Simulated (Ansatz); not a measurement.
Input file:

```yaml
crystal:
  periodic: [false, false, false]
  atoms:
    - {symbol: C, position_ang: [0.084376, 0.005225, 1.475031]}
    - {symbol: Ga, position_ang: [-0.080498, 0.013599, -1.716875]}
    - {symbol: C, position_ang: [-0.003878, -0.018825, 0.241844]}
basis:
  gaussian: {orbitals: STO-3G}
magnetization: {spin_polarized: false, initial_magnetization: 1}
correlation: {active_space: {window: {electrons: 5, orbitals: 4}}}
output: {forces: true}
```

```sh
$ ansatz run in.yaml --threads 1 --pin off --events-out ev --progress --plain --max-ram 2393MiB
```

Question: Roughly how long does this take on 1 thread of Intel Xeon Platinum 8488C, shared host, and how much host memory?

Answer: 3.1 s wall and 0.1 GiB.

```
310 factors; integrals over basis functions are off by at most 3.8e-5 eV
mean field evaluation 1: about -53750.9856 eV, gradient 3.2e1 eV
mean field evaluation 2: about -53750.9944 eV, gradient 3.2e1 eV
mean field evaluation 4: about -53756.0886 eV, gradient 1.7e1 eV
mean field evaluation 8: about -53756.0891 eV, gradient 1.7e1 eV
mean field evaluation 16: about -53758.0715 eV, gradient 5.2e-5 eV
mean field evaluation 32: about -53751.6910 eV, gradient 2.8e-5 eV
mean field evaluation 64: about -53758.0702 eV, gradient 1.1e-1 eV
mean field evaluation 96: about -53750.9825 eV, gradient 3.2e1 eV
mean field -53758.07150644 eV, -1975.5726893321 hartree, gradient 2.9e-6 eV, S^2 0.750000; 11 other end points of the search recorded, 0 dependent functions left out
reference -53758.07150644 eV, -1975.5726893321 hartree; 22, 21 occupied and 6, 7 virtual orbitals, 310 factors
state -53759.05765595 eV, -1975.6089296582 hartree
the calculation of the forces begins
Total energy: -53759.05765595 eV, -1975.6089296582 hartree
Atom 0 at     0.084376     0.005225     1.475031 Å, force     0.343301     0.085449     4.931978 eV/Å
Atom 1 at    -0.080498     0.013599    -1.716875 Å, force     0.170447    -0.081463     4.512792 eV/Å
Atom 2 at    -0.003878    -0.018825     0.241844 Å, force    -0.513747    -0.003987    -9.444770 eV/Å
Dipole moment:    -0.025886    -0.007649    -0.351805 e Å
```

Natural occupations: 1.9936 1.7505 0.9999 0.2559.

Forces (eV/Å):
```
C    0.343  0.085  4.932
Ga   0.170 -0.081  4.513
C   -0.514 -0.004 -9.445
```
